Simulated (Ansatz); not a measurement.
# C₂H₃Cl₃, SMILES CC(Cl)(Cl)Cl: a rigid torsion scan

Program: Ansatz 0.2.0 through its Python package.

`torsion_c2h3cl3.py`
```python
import ansatz as az
from ase import Atoms

BASIS_SET = 'cc-pVDZ'
FUNCTIONAL = 'PBE'
DISPERSION = 'd4'
FMAX = 0.02

atoms = Atoms(['C', 'C', 'Cl', 'Cl', 'Cl', 'H', 'H', 'H'], positions=[
    (-0.164, -0.4519, 0.714),
    (0.1565, 0.3193, -0.5825),
    (-0.2527, 2.0606, -0.4342),
    (-0.6895, -0.346, -1.9538),
    (1.9085, 0.1228, -0.9164),
    (-1.2817, -0.2912, 0.923),
    (0.0365, -1.4763, 0.6378),
    (0.3785, 0.0056, 1.5562),
])

first = (
    az.Crystal.molecule_from_ase(atoms).calculation()
    .basis(gaussian=BASIS_SET)
    .functional(FUNCTIONAL, dispersion=DISPERSION)
    .accuracy('medium')
    .relax(force_tolerance=FMAX, max_steps=80)
)
atoms.positions = first.run(threads=1, pin='off').report['positions_ang']

start = atoms.get_dihedral(5, 0, 1, 2)
energies = {}
for turn in range(0, 121, 15):
    turned = atoms.copy()
    turned.set_dihedral(5, 0, 1, 2, start + turn, indices=[1, 2, 3, 4])
    calc = az.Crystal.molecule_from_ase(turned).calculation()
    calc = calc.basis(gaussian=BASIS_SET)
    calc = calc.functional(FUNCTIONAL, dispersion=DISPERSION).accuracy('medium')
    energies[round((start + turn) % 360)] = calc.run(threads=1, pin='off').report['free_energy_ev']
floor = min(energies.values())
print('dihedral H5-C0-C1-Cl2 (deg)   E - E(min) (kcal/mol)')
for angle, e in sorted(energies.items()):
    print(f'{angle:8d} {23.060548 * (e - floor):14.3f}  ' + '#' * int(30 * (e - floor) / max(max(energies.values()) - floor, 1e-9)))
```

```console
$ python torsion_c2h3cl3.py
dihedral H5-C0-C1-Cl2 (deg)   E - E(min) (kcal/mol)
      60          0.000
      75          0.786  ####
      90          2.721  ##############
     105          4.710  #########################
     120          5.551  ##############################
     135          4.712  #########################
     150          2.723  ##############
     165          0.787  ####
     180          0.000
```

Reading the output:
- These settings explore the input space; basis and method may be short of convergence.
- The scan is rigid and the energies are electronic, in a modest basis. With rigid groups the curve can differ much from the relaxed path, the start wasn't checked as a minimum of this torsion, and equivalent turns needn't return to the same energy.
- Hardware and time: 50 s on 1 thread of Arm Neoverse V1 (shared host), peak memory 0.23 GiB.
